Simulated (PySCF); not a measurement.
Gas-phase reaction: 6 H₂CSiH₂ = 2 Si₂H₆ + 2 H₃SiCCH + C₂H₄

Energies from PySCF, thermal terms from the rigid-rotor harmonic-oscillator model, ideal gas at 1 bar. † marks an energy on the PBE0/def2-TZVP geometry and frequencies; other levels use their own. MP2 and CCSD(T) freeze the core. All species are closed-shell singlets. B3LYP is the form with VWN-RPA correlation. H₂CSiH₂: computed as isolated molecules; such fragments, hydroxides, amides, oligomers or adducts are transient or little studied in the gas. MP2 isn't extrapolated to the basis-set limit; its ΔH°(298 K) is -519.4 kJ in def2-SVP and -496.4 kJ in def2-TZVPP. CCSD(T) isn't extrapolated to the basis-set limit; its ΔH°(298 K) is -493.4 kJ in def2-SVP and -484.2 kJ in def2-TZVPP. The harmonic model lacks anharmonicity and excited electronic states, which grow with temperature; levels with a mode under 35 cm⁻¹ are left out. Internal rotation in Si₂H₆ is treated as a harmonic vibration of one conformer, which makes the entropy rough.

```csv
level,"ΔE electronic, kJ","ΔH°(298 K), kJ","ΔS°(298 K), J/K","ΔG°(1600 K), kJ"
B3LYP/def2-TZVP†,-461,-475,-167,-225
BLYP/def2-TZVP†,-422,-436,-167,-186
CCSD(T)/def2-TZVPP†,-470,-484,-167,-234
MP2/def2-SVP†,-505,-519,-167,-269
MP2/def2-TZVPP†,-482,-496,-167,-246
PBE/def2-TZVP†,-419,-433,-167,-183
PBE0/def2-TZVP,-465,-479,-167,-229
```
ΔH° is lowest at MP2/def2-SVP† and highest at PBE/def2-TZVP†. No reference value is set beside these.
